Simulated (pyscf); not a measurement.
Single points on ωB97X-D3(BJ)/def2-SVP structures (PySCF, gas phase). MP2 and CC: frozen core, UHF for open shells. ΔMP2 is the change of the MP2 total energy from the triple- to the quadruple-zeta basis.

Task: How much does it cost (ΔH, 298 K, CCSD(T)/def2-TZVPP + ΔMP2(QZVPP)) to split H₃C–TeH (SMILES C[TeH]) at its C–Te bond into CH₃• + TeH•?

Result: C–Te to CH₃• + TeH•: 248.4 kJ/mol. The CCSD(T) − MP2 part came from Ansatz, without density fitting, on the same reference. The frozen core leaves the outer d or s,p core shells of the metals and heavy elements correlated in the MP2 and CC values, and def2-TZVPP describes them poorly, which can shift differences by a few kcal/mol. Left out: the spin-orbit lowering of TeH, which is large for Br, Se, Te and I. Elements past Kr carry the def2 core potentials, without spin-orbit coupling.
